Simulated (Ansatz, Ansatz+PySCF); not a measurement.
```yaml
atoms:
  - { symbol: O, position_ang: [0.0000, 0.0000, -0.1177] }
  - { symbol: H, position_ang: [0.0000, 0.0000, 0.9414] }
```

RHF on singlet OH(-) was run in several spherical basis sets with Ansatz (development build ahead of 0.2.0). Caution: no diffuse functions for an anion.

Problem. Rank the basis sets by the total energy that they give, lowest first, with the distance from the lowest.
A. def2-SVP
B. cc-pVTZ
C. def2-TZVP
D. 6-31G(d)
E. cc-pVDZ

Solution. C (0.00 eV), B (0.41 eV), E (1.75 eV), D (1.93 eV), A (3.48 eV).

Totals follow the description of the cores as much as that of the bonds, so this order isn't one of quality for chemistry.
